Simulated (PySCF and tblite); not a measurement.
Values are calculated unless marked as measured or tabulated.
Molecule: cyclopentanol, C5H10O, numbered as in [OH:1][CH:2]1[CH2:3][CH2:4][CH2:5][CH2:6]1; H named by carrier, a and b as here (phase angle P 216°, Å):

```
O1      -2.231   -0.710    0.343
C2      -0.858   -0.517    0.562
C3       0.042   -1.118   -0.544
C4       1.143   -0.083   -0.823
C5       1.051    0.920    0.329
C6      -0.438    0.958    0.645
H1      -2.478   -0.261   -0.475
H2      -0.663   -1.012    1.518
H3a     -0.556   -1.311   -1.435
H3b      0.460   -2.069   -0.220
H4a      2.129   -0.542   -0.885
H4b      0.953    0.426   -1.769
H5a      1.449    1.897    0.063
H5b      1.599    0.547    1.196
H6a     -0.661    1.396    1.616
H6b     -0.972    1.527   -0.120
```

The ring 2–3–4–5–6 is held at Altona–Sundaralingam phase angles P (ν_j = ν_max cos(P + 144°(j − 2)), ν_j about the bond from ring atom j to j + 1, counted from 0) and the rest relaxed at GFN2-xTB. Energies: PBE0/pcSseg-1 + D3(BJ). Couplings: B3LYP/6-31G* with H pcJ-1, gas phase, for ¹H. (tblite 0.8, PySCF 2.14.)

One held structure gave ³J(H3b,H4b) = 0.2, ³J(H5b,H6b) = 8.5, ³J(H5a,H6a) = 1.8, ³J(H4a,H5a) = 8.1, ³J(H3a,H4a) = 13.1, ³J(H4b,H5b) = 1.6, ³J(H2,H3a) = 9.9, ³J(H2,H6b) = 9.3 Hz.

Question: At which phase angle P was it held?
A. 288°
B. 144°
C. 216°
D. 72°
E. 0°

Answer: A. It lies 0.24 kcal/mol above the lowest point.
